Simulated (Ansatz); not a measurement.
How far each method lies from full CI for HBAl, quartet

Geometry: a point of a stretch scan, not a stationary point.

```xyz
3

B     0.0000    0.0000   -0.0687
Al    0.0000    0.0000   -2.0095
H     0.0000    0.0000    2.0783
```

Basis 6-31G; Ansatz 0.2.0. Only valence electrons are correlated (noble-gas cores frozen), which leaves 7 electrons in 18 orbitals. Prefix R: restricted or restricted open-shell reference; prefix U: unrestricted. Active spaces: pair = (5e, 5o) about the gap; valence = (7e, 9o) chosen from the atoms' valence shells.

Full CI is exact within this basis and frozen core; it isn't the basis-set limit. The frozen core follows each run's orbitals, which can shift R against U totals by a few meV.

Unrestricted rows (U) aren't spin-pure: their determinants' ⟨S²⟩ exceeds S(S+1) by up to 0.46, so they mix in states of higher spin. HF rows are the lowest solutions found. Coupled cluster chose its determinant by trial CCSD, here up to 0.34 eV above the lowest Hartree–Fock solution of its kind, and MP2 stands on that determinant too. For open shells CISD and CISDTQ are restricted-active-space CI with the open shells as a complete middle space.

```
UHF ⟨S²⟩                            : 4.392
⟨S²⟩ of the determinant under UCCSD : 4.208
T1 diagnostic (RCCSD)               : 0.0461
largest doubles amplitude (RCCSD)   : 0.179
T1 diagnostic (UCCSD)               : 0.1004
```

```csv
level,E − E(full CI) (kJ/mol),share of correlation (%),wall time
RHF,336.2,0.00,–
RMP2,120.4,64.20,–
UMP2,139.6,58.48,–
CISD,39.1,88.38,0.87 s
RCCSD,23.2,93.11,–
UCCSD,22.9,93.19,–
RCCSD(T),7.2,97.85,2.1 s
UCCSD(T),8.4,97.49,2.3 s
BCCD(T),7.4,97.81,2 s
RCCSDT,1.9,99.42,–
UCCSDT,2.0,99.40,–
CISDTQ,1.0,99.69,7.5 s
RCCSDT(Q),0.5,99.86,4.2 s
UCCSDT(Q),0.3,99.91,4.5 s
RCCSDTQ,0.2,99.95,20 s
UCCSDTQ,0.2,99.95,20 s
CASSCF (pair space),203.0,39.63,–
NEVPT2 (pair space),69.0,79.49,0.42 s
MRCISD (pair space),22.3,93.38,–
MRCISD+Q (pair space),6.7,98.02,0.78 s
CASSCF (valence space),51.3,84.75,–
NEVPT2 (valence space),15.2,95.47,2.4 s
MRCISD (valence space),1.7,99.48,–
MRCISD+Q (valence space),0.9,99.74,3.6 s
```

The correlation energy at full CI, counted from RHF, is -3.484 eV. That run took 7.5 s on 1 thread of Arm Neoverse V1, shared host over 331,072 determinants.

Run but not shown, since their state or frozen core can't be matched to the reference's or they repeat it: UHF.

Times hold each run's SCF and search for its determinant on a shared host, so for small cases they say little of a method's own cost; they ran on 1 thread of Arm Neoverse V1.

The full-CI state has the irrep A2 of C2v, in the program's axes (one component, if the state is degenerate).

Natural occupations of full CI about the gap: 1.938 1.773 1.007 0.967 0.967 0.202 0.050 0.050 0.022 0.006; effectively unpaired electrons, Σ n²(2−n)², 3.33.
